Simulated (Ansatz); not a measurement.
System: hcp Tl. Method: r²SCAN (PAW; Ansatz, an electronic-structure program).

Settings: plane-wave cutoff 500 eV, 16×16×1 k mesh (along the axes of the cell as run), Fermi–Dirac smearing 0.1 eV, scalar-relativistic PAW data made under PBE.

### Question
Give the computed surface energy of the (10-11) face and work function of the (10-11) face.

### Answer

- surface energy of the (10-11) face: 0.43 J/m²
- work function of the (10-11) face: 3.42 eV

The slab of 12 atoms is relaxed and unreconstructed.

Spin–orbit coupling is not included; it can shift volumes and moduli of such heavy elements.

Computed values are for the static lattice.
